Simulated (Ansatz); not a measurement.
**A ladder of methods for H3PO (SMILES O=[PH3])**

The species is H3PO (5 atoms), meant as a singlet with charge 0. SMILES: `O=[PH3]`. The shape is that of a GFN2-xTB optimisation.

| atom | x (Å) | y (Å) | z (Å) |
| --- | --- | --- | --- |
| O | -1.3820 | -0.3283 | 0.5330 |
| P | -0.0585 | -0.0146 | 0.0225 |
| H | 0.8071 | 0.5649 | 0.9394 |
| H | 0.6637 | -1.0983 | -0.4549 |
| H | -0.0302 | 0.8764 | -1.0400 |

Each level gives the energy change with the O1–P2 bond stretched from 1.453 to 1.816 Å (eV). The values are calculated.

```tsv
level	kind	program	value (eV)	less FCI/STO-3G	CPU time (all runs)
B3LYP/STO-3G (restricted)	global hybrid	Ansatz	0.16	+0.27	1.9 s
BHLYP/STO-3G (restricted)	global hybrid	Ansatz	0.05	+0.16	1.7 s
r2SCAN0/STO-3G (restricted)	hybrid meta-GGA	Ansatz	0.32	+0.43	4.3 s
CAM-B3LYP/STO-3G (restricted)	range-separated hybrid	Ansatz	0.21	+0.32	2 s
HSE06/STO-3G (restricted)	range-separated hybrid	Ansatz	0.26	+0.37	2.3 s
wB97M-V/STO-3G (restricted)	range-separated hybrid	Ansatz	0.23	+0.34	30 s
RPA@PBE/STO-3G (restricted)	RPA	Ansatz	-0.17	-0.06	2.9 s
MP2/STO-3G (restricted)	perturbation theory	Ansatz	0.08	+0.19	0.18 s
FCI/STO-3G	exact in the basis	Ansatz	-0.11	0.00	1.3 s
```

FCI/STO-3G is exact within its basis and frozen core, so for wave-function methods in that basis the difference is their error; functionals converge differently with the basis, so for them it is only a difference. The first shape isn't each level's own minimum. The values span -0.17 to 0.32 eV. All rows use very small basis sets, so none should be taken for the real molecule's value. In so small a basis fixed costs decide the times, and correlated methods can beat functionals. CPU times are rough (shared hosts, several kinds of processor and program).
